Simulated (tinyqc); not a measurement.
Inside a calculation. Method: Pariser-Parr-Pople SCF with singles CI, for the molecule ClC1=CC=C1 (SMILES; centres numbered as the heavy atoms are written). One step of it, computed by the program tinyqc.

Problem. Iteration 2: Fock matrix. F_rr = H_rr + P_rr gamma_rr / 2 + sum_(s != r) P_ss gamma_rs; F_rs = H_rs - P_rs gamma_rs / 2; E = tr P (H + F) / 2 + core repulsion sum_(r<s) z_r z_s gamma_rs.

P after iteration 1:
```
           1Cl         2C         3C         4C         5C
1Cl   1.992504   0.048181  -0.061086   0.071770  -0.061086
2C    0.048181   1.690306   0.392645  -0.461319   0.392645
3C   -0.061086   0.392645   0.502185   0.584883   0.502185
4C    0.071770  -0.461319   0.584883   1.312820   0.584883
5C   -0.061086   0.392645   0.502185   0.584883   0.502185
```

core matrix H (eV):
```
            1Cl          2C          3C          4C          5C
1Cl  -47.953032   -1.590000    0.000000    0.000000    0.000000
2C    -1.590000  -48.009836   -2.390000    0.000000   -2.390000
3C     0.000000   -2.390000  -42.464054   -2.390000    0.000000
4C     0.000000    0.000000   -2.390000  -40.389730   -2.390000
5C     0.000000   -2.390000    0.000000   -2.390000  -42.464054
```

repulsion gamma_rs (eV):
```
           1Cl         2C         3C         4C         5C
1Cl  13.000000   7.827217   5.054326   4.017164   5.054326
2C    7.827217  11.130000   7.553654   6.088094   7.553654
3C    5.054326   7.553654  11.130000   7.553654   6.088094
4C    4.017164   6.088094   7.553654  11.130000   7.553654
5C    5.054326   7.553654   6.088094   7.553654  11.130000
```

Centres (angstrom, eV; a flat drawing with bonds scaled to 1.40 angstrom):

| centre | x | y | core charge z | W | gamma_rr |
|---|---|---|---|---|---|
| 1Cl | 1.912000 | 0.000000 | 2 | 26.000000 | 13.000000 |
| 2C | 0.512000 | 0.000000 | 1 | 11.160000 | 11.130000 |
| 3C | -0.478000 | 0.990000 | 1 | 11.160000 | 11.130000 |
| 4C | -1.468000 | 0.000000 | 1 | 11.160000 | 11.130000 |
| 5C | -0.478000 | -0.990000 | 1 | 11.160000 | 11.130000 |

Give: F; pi energy.

Solution.

F (eV):
```
          1Cl       2C       3C       4C       5C
1Cl  -11.4211  -1.7786   0.1544  -0.1442   0.1544
2C    -1.7786  -7.4283  -3.8730   1.4043  -3.8730
3C     0.1544  -3.8730  -3.8567  -4.5990  -1.5287
4C    -0.1442   1.4043  -4.5990  -7.2023  -4.5990
5C     0.1544  -3.8730  -1.5287  -4.5990  -3.8567
```

pi energy = -88.9107 eV
